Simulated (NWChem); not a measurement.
# CH5BO (SMILES CBO) at B3LYP/DGauss-DZVP

What is the vertical ionisation energy of CH5BO at B3LYP/DGauss-DZVP? 

The results are computed with NWChem 7.3.0.

## (1) The molecule

The species is CH5BO (8 atoms), meant as a singlet with charge 0. SMILES: `CBO`. The shape is that of a PBE0-D4/def2-TZVP optimisation. This is one conformer, not always the lowest.

Bond lengths: C1–B2 1.559 Å, B2–O3 1.357 Å, C1–H4 1.092 Å, C1–H5 1.096 Å, C1–H6 1.096 Å, B2–H7 1.207 Å, O3–H8 0.960 Å. Angles: C1–B2–O3 119.4°, C1–B2–H7 121.8°, O3–B2–H7 118.7°, B2–C1–H4 113.4°, B2–C1–H5 110.2°, B2–C1–H6 110.2°, B2–O3–H8 113.1°, H4–C1–H5 108.7°, H4–C1–H6 108.7°, H5–C1–H6 105.3°.

## (2) A single-point energy at B3LYP/DGauss-DZVP

struct.nw

```
start struct
memory 2200 mb
charge 0
geometry units angstroms noautosym nocenter noautoz
   C    -0.618600    0.710300   -0.324600
   B     0.508800   -0.240100    0.180200
   O     0.240700   -1.558300    0.355600
   H    -1.568300    0.201200   -0.499400
   H    -0.308500    1.205100   -1.251900
   H    -0.780500    1.520100    0.395700
   H     1.620500    0.163100    0.420800
   H     0.998200   -2.058400    0.667700
end
basis spherical bse
   * library DGauss-DZVP
end
dft
   xc b3lyp
   grid fine
   convergence energy 1e-08
   maxiter 100
   mulliken
   print low
end
task dft energy
```

Launch:

```console
$ nwchem struct.nw > struct.out
```

Output:

```text
[...]
 d= 0,ls=0.0,diis     1   -141.2087125958 -2.08D+02  1.64D-02  4.57D-01     0.8
[...]
 d= 0,ls=0.0,diis     8   -141.2638253577 -2.59D-09  2.83D-06  3.66D-08     4.9
         Total DFT energy =     -141.263825357734
      One electron energy =     -322.754814607995
           Coulomb energy =      134.822414730783
    Exchange-Corr. energy =      -19.924031176375
 Nuclear repulsion energy =       66.592605695852
[...]
      Total Density - Mulliken Population Analysis
     ---------------------------------------------
    Atom       Charge   Shell Charges
 -----------   ------   -------------------------------------------------------
    1 C    6     6.68   2.00  0.76  0.53  2.69  0.67  0.04
    2 B    5     5.01   2.00  0.68  0.26  1.78  0.14  0.15
    3 O    8     8.45   2.00  0.93  0.80  3.56  1.14  0.02
    4 H    1     0.78   0.57  0.22
    5 H    1     0.79   0.56  0.23
    6 H    1     0.79   0.56  0.23
    7 H    1     0.93   0.57  0.36
    8 H    1     0.56   0.51  0.05
[...]
```

Run time: 5.7 s. Hardware: 1 thread of Intel Xeon Platinum 8559C (Emerald Rapids), shared host; peak memory 0.11 GiB.

## (3) The doublet cation

mol.nw

```
start mol
title "CH5BO"
memory stack 880 mb heap 220 mb global 1100 mb
charge 1
geometry noautosym nocenter noautoz
  C       -0.618600       0.710300      -0.324600
  B        0.508800      -0.240100       0.180200
  O        0.240700      -1.558300       0.355600
  H       -1.568300       0.201200      -0.499400
  H       -0.308500       1.205100      -1.251900
  H       -0.780500       1.520100       0.395700
  H        1.620500       0.163100       0.420800
  H        0.998200      -2.058400       0.667700
end
basis spherical bse
  C library DGauss-DZVP
  B library DGauss-DZVP
  O library DGauss-DZVP
  H library DGauss-DZVP
end
dft
  xc b3lyp
  mult 2
  grid fine
  convergence energy 1e-08
  maxiter 100
  mulliken
  noprint "final vectors analysis"
end
task dft energy
```

Launch:

```console
$ nwchem mol.nw > mol.out
```

Output:

```text
[...]
          Wavefunction type:  spin polarized.
          No. of atoms     :     8
          No. of electrons :    23
[...]
          Charge           :     1
          Spin multiplicity:     2
[...]
          AO basis - number of functions:    52
[...]
              XC Information
              --------------
                         B3LYP Method XC Potential
                     Hartree-Fock (Exact) Exchange  0.200
                        Slater Exchange Functional  0.800 local
                    Becke 1988 Exchange Functional  0.720 non-local
              Lee-Yang-Parr Correlation Functional  0.810
                  VWN I RPA Correlation Functional  0.190 local
[...]
 d= 0,ls=0.0,diis     1   -140.6249480016 -2.07D+02  1.93D-02  5.18D-01     1.1
[...]
 d= 0,ls=0.0,diis    12   -140.8545596216 -8.22D-09  9.68D-07  3.54D-09    11.1
[...]
         Total DFT energy =     -140.854559621619
      One electron energy =     -315.920753862059
           Coulomb energy =      128.025046698394
    Exchange-Corr. energy =      -19.551458153806
 Nuclear repulsion energy =       66.592605695852
[...]
      Total Density - Mulliken Population Analysis
     ---------------------------------------------
    Atom       Charge   Shell Charges
 -----------   ------   -------------------------------------------------------
    1 C    6     6.61   2.00  0.79  0.56  2.66  0.55  0.04
    2 B    5     4.84   2.00  0.75  0.19  1.69  0.05  0.15
    3 O    8     8.28   2.00  0.94  0.79  3.52  1.00  0.02
    4 H    1     0.67   0.54  0.13
    5 H    1     0.69   0.54  0.15
    6 H    1     0.69   0.54  0.15
    7 H    1     0.73   0.50  0.23
    8 H    1     0.48   0.47  0.01
[...]
      <S2> =      0.7545 (Exact =     0.7500)
[...]
```

Wall time 12 s (1 thread of Intel Xeon Platinum 8559C (Emerald Rapids), shared host); peak memory 0.11 GiB.

## (4) What came out

At B3LYP/DGauss-DZVP:

| quantity | value |
| --- | --- |
| singlet CH5BO: total energy | -141.26383 Eh |
| doublet cation: total energy | -140.85456 Eh |
| doublet cation: ⟨S²⟩ | 0.754 |
| vertical ionisation energy (to the doublet cation) | 11.137 eV |

Removing an electron at fixed nuclei costs 11.14 eV (257 kcal/mol). Mulliken charges (singlet CH5BO) run from -0.68 on C1 to +0.44 on H8; they depend strongly on the basis.
